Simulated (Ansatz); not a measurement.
# B2SiH+ (triplet): the correlation ladder, def2-QZVPP

An exercise on one series of results from a longer session: the logs are not shown, and one member is left open.

Computed with Ansatz 0.2.0, Gaussian basis. Level: def2-QZVPP, core rule «outside noble gas», up to 7 orbitals frozen.

To be run: UHF; ROHF; CCSD(T) on UHF.

2 further runs of the same task are left out: 2 set aside as unsound or not needed.

**What is computed**

The geometry is a PBE0/def2-TZVP stationary point (not a proven minimum) of the parent state, kept for this charge and spin.

4 atoms, charge 1, spin multiplicity 3.

Atoms are counted from 1 here; the program's logs count them from 0.

Bond lengths: B1–B2 1.556 Å, B1–Si3 1.803 Å, B2–Si3 2.031 Å, B2–H4 1.184 Å. Angles: B2–B1–Si3 74.0°, B1–B2–Si3 58.6°, B1–B2–H4 160.2°, Si3–B2–H4 141.2°, B1–Si3–B2 47.4°.

The first run:

File in.yaml:

```yaml
crystal:
  periodic: [false, false, false]
  atoms:
    - {symbol: B, position_ang: [0.000000, -1.009164, 0.569007]}
    - {symbol: B, position_ang: [0.000000, 0.390881, 1.246852]}
    - {symbol: Si, position_ang: [0.000000, 0.194266, -0.774114]}
    - {symbol: H, position_ang: [0.000000, 1.218527, 2.093499]}
basis:
  gaussian: {orbitals: "def2-QZVPP.json"}
total_charge: 1
magnetization: {spin_polarized: true, initial_magnetization: 2}
hamiltonian: {xc: hf}
output: {orbitals: {seedname: orbitals}}
```

Run with:

```bash
$ ansatz run in.yaml --threads 1 --pin off --events-out ev --progress --plain --max-ram 2393MiB
```

Among the steps run: UHF; ROHF; CCSD(T) on UHF.

One table of the session follows, with a row left open; its other results are not shown here.

It belongs to the step «Misses and costs». 

```
  method  from UCCSD(T) (meV)
    ROHF              +8260.8
     UHF                    ?
    UMP2              +1540.0
   UCCSD               +506.2
UCCSD(T)                    0
```

**Question.** Estimate the row for UHF.

The run gave: from UCCSD(T) (meV): +7973.9. In the column «from UCCSD(T) (meV)» it lies between UMP2 (+1540.0) and ROHF (+8260.8).
